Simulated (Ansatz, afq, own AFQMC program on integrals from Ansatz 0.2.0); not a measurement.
## CH₃Cl, triplet in cc-pVTZ, levels against AFQMC with the constraint released

```xyz
5

Cl   -0.7852    0.0000    0.0000
H     0.7018    0.0000    0.0000
C     1.8748    0.0000    0.0000
H     2.2892    0.0000    0.9962
H     2.2892    0.0000   -0.9962
```

Connectivity, by distances: Cl ··· CH2, 1 bridging H.

Basis cc-pVTZ. Noble-gas cores (and the filled d shells of Ga–Kr and In–Xe) are frozen. Integrals, coupled cluster, full CI and functionals: Ansatz 0.2.0; the random walks run on the same integrals in our own AFQMC program. The CISD trial takes its coefficients from CCSD amplitudes. Released means that phaseless walkers are propagated on without the constraint, phases kept. Uncertainties: one standard error, sampling alone.

Determinant: UHF, the one that the program's search chose, which needn't be the lowest solution. The geometry is a point of a scan.

No full CI on the walks' own integrals is used here. The released AFQMC energy serves as the reference, which it does only where one determinant dominates, the energy is flat over the last release times and near the phaseless one (40 meV or 2 meV an electron, half that with transition metals). On small molecules, where full CI could be run and the noise was under 10 meV, such values lay within 10 meV of it in 19 cases of 20, a flattering rate, since the rule was set on those same cases; what remains of the bias isn't in the error bar.

Cautions: lower spins were not checked; the released value is read at 2.40 1/Eh (meV from the phaseless value at times in 1/Eh: -1 ± 4 at 0.24, -4 ± 5 at 0.51, -10 ± 5 at 0.99, -11 ± 6 at 1.62, 5 ± 9 at 2.40).

* T1 diagnostic: 0.0129
* weight of the determinant in the CISD state: 0.868
* ⟨S²⟩ of the determinant: 2.045
* size of the correlated space: 14 electrons in 100 orbitals

| level | correlation energy (eV) |
| --- | --- |
| MP2 | -9.1755 |
| CCSD | -10.2480 |
| CCSD(T) | -10.6105 |

(1) Estimate where AFQMC with the constraint released lies against CCSD(T) on the same integrals.

(1) 3.0 ± 0.8 kJ/mol below CCSD(T).

Reference: AFQMC with the constraint released, correlation energy -10.642 ± 0.009 eV.

```tsv
level	E − E(reference) (kJ/mol)	share of correlation (%)
CCSD(T)	3.0 ± 0.8	99.71
ph-AFQMC/HF	6.0 ± 2.3	99.42
ph-AFQMC/CISD	-0.5 ± 1.0	100.05
```

A walk keeps the symmetry of its determinant, which the program's search chose and which needn't be the lowest solution, so a lower state of the same spin and another symmetry isn't excluded. Released energies are given only where the last usable release times agree within the noise; a slower fall can still hide under it.
